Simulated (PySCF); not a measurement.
**How well do the runs reproduce experiment for CFCl3?**

**Experimental background.**

From NIST CCCBDB Release 22 (SRD 101), experimental dipoles, for the gas: dipole moment (microwave Stark effect, vibrational ground state) 0.46 ± 0.02 D.

The runs below try to reproduce these values; the comparison stands at the end.

CFCl3.
Atom-mapped SMILES: `[F:1][C:2]([Cl:3])([Cl:4])[Cl:5]`

Structure used (GFN2-xTB), in Å, numbered top down from 1:
```
atom  x, y, z in Å
F1     0.060   -0.141    1.396
C2     0.005   -0.006    0.067
Cl3   -0.458    1.661   -0.313
Cl4    1.603   -0.371   -0.604
Cl5   -1.201   -1.140   -0.563
```

Runs made with PySCF (gas phase, on this GFN2-xTB geometry; no spin–orbit coupling):

```tsv
level	job	basis functions
B3LYP/def2-SVP	shieldings	82
B97-D/def2-SVP	shieldings	82
BLYP/def2-SVP	shieldings	82
BP86/def2-SVP	shieldings	82
HF/def2-SVP	shieldings	82
KT2/def2-SVP	shieldings	82
KT3/def2-SVP	shieldings	82
LDA/def2-SVP	shieldings	82
OPBE/def2-SVP	shieldings	82
PBE/def2-SVP	shieldings	82
PW91/6-311+G(2d,p)	shieldings	159
X3LYP/6-311+G(2d,p)	shieldings	159
```

All basis functions are spherical.

## Comparison

**Dipole moment.** Measured: 0.46 D (NIST CCCBDB Release 22 (SRD 101), experimental dipoles).

```json
{"level": "B3LYP/def2-SVP", "computed (D)": "0.37", "computed − measured (D)": "-0.09", "% (from the printed values)": "-20"}
{"level": "B97-D/def2-SVP", "computed (D)": "0.27", "computed − measured (D)": "-0.19", "% (from the printed values)": "-41"}
{"level": "BLYP/def2-SVP", "computed (D)": "0.28", "computed − measured (D)": "-0.18", "% (from the printed values)": "-39"}
{"level": "BP86/def2-SVP", "computed (D)": "0.25", "computed − measured (D)": "-0.21", "% (from the printed values)": "-46"}
{"level": "HF/def2-SVP", "computed (D)": "0.56", "computed − measured (D)": "+0.10", "% (from the printed values)": "+22"}
{"level": "KT2/def2-SVP", "computed (D)": "0.29", "computed − measured (D)": "-0.17", "% (from the printed values)": "-37"}
{"level": "KT3/def2-SVP", "computed (D)": "0.26", "computed − measured (D)": "-0.20", "% (from the printed values)": "-43"}
{"level": "LDA/def2-SVP", "computed (D)": "0.31", "computed − measured (D)": "-0.15", "% (from the printed values)": "-33"}
{"level": "OPBE/def2-SVP", "computed (D)": "0.19", "computed − measured (D)": "-0.27", "% (from the printed values)": "-59"}
{"level": "PBE/def2-SVP", "computed (D)": "0.24", "computed − measured (D)": "-0.22", "% (from the printed values)": "-48"}
{"level": "PW91/6-311+G(2d,p)", "computed (D)": "0.36", "computed − measured (D)": "-0.10", "% (from the printed values)": "-22"}
{"level": "X3LYP/6-311+G(2d,p)", "computed (D)": "0.45", "computed − measured (D)": "-0.01", "% (from the printed values)": "-2"}
```

Closest is X3LYP/6-311+G(2d,p) (-0.01 D), furthest OPBE/def2-SVP (-0.27 D); one molecule doesn't rank methods. The computed dipoles belong to one fixed geometry; measured ones are averaged over vibrations unless marked μe. Magnitudes are compared, not signs.

The geometry is computed, not the measured one. Where a level misses, the cause wasn't examined.
